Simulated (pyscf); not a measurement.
**Four-centre exchange: `[Cl][B]([Cl])[Cl]` + `[NH3]` → `[ClH]` + `[NH2][B]([Cl])[Cl]`**

Gas phase, singlet surface, charge 0. Bonds broken: Cl1–B2, N5–H6. Bonds formed: Cl1–H6, B2–N5. Optimised with ωB97X-D3(BJ)/def2-SVP in PySCF.

Transition state (Å):

```xyz
8

Cl    -0.2211     0.8117     1.5773
B     -1.2498    -0.4643    -0.2810
Cl    -0.8993    -2.1416     0.0983
Cl    -2.8991     0.1311    -0.3546
N     -0.2117     0.2922    -1.0702
H      0.1215     0.8141     0.0739
H      0.5210    -0.2828    -1.4844
H     -0.5826     0.9702    -1.7349
```

One imaginary mode, 1126i cm⁻¹; descent along it reached the two sides named, in the forms told below.

```tsv
bond	change	reactant side (Å)	saddle	product side
Cl1–B2	breaks	1.830	2.478	3.6
N5–H6	breaks	1.023	1.301	2.142
Cl1–H6	forms	2.598	1.542	1.291
B2–N5	forms	1.645	1.508	1.404
```

Electronic energies relative to the separated reactants (kcal/mol):

```
level                   barrier  reaction energy  reverse barrier
----------------------  -------  ---------------  ---------------
ωB97X-D3(BJ)/def2-TZVP      5.8            -11.3             17.1
PBE/def2-TZVP               3.0            -10.6             13.7
r²SCAN/def2-TZVP            2.8            -11.3             14.2
B3LYP-D3(BJ)/def2-TZVP      4.5            -12.3             16.8
PBE0-D3(BJ)/def2-TZVP       2.3            -11.7             14.0
M06-2X/def2-TZVP            4.6            -13.0             17.7
ωB97M-D3(BJ)/def2-TZVP      5.3            -12.6             17.9
HF/def2-TZVP               18.8            -14.6             33.3
```

With ωB97M-D3(BJ)/def2-TZVP energies and thermal terms (ideal gas, 1 atm, RRHO with modes under 100 cm⁻¹ raised to 100, one conformer, R ln 2 for rigid chiral ones), in kcal/mol:

```
T (K)  ΔH‡   ΔG‡     ΔH     ΔG
-----  ---  ----  -----  -----
298    3.6  13.6  -13.5  -13.5
600    3.9  23.7  -13.1  -13.5
900    4.6  33.5  -12.6  -13.8
1200   5.5  43.0  -12.2  -14.3
```

On the reactant side the descent ends in an adduct with a B–N contact, 26.3 kcal/mol under the separated species and 32.0 kcal/mol under the saddle at ωB97X-D3(BJ)/def2-TZVP. What is counted as formed (B–N) is already present as a longer contact in the reactant adduct; forming that adduct is a step of its own. One saddle was located; it need not be the lowest between these sides.
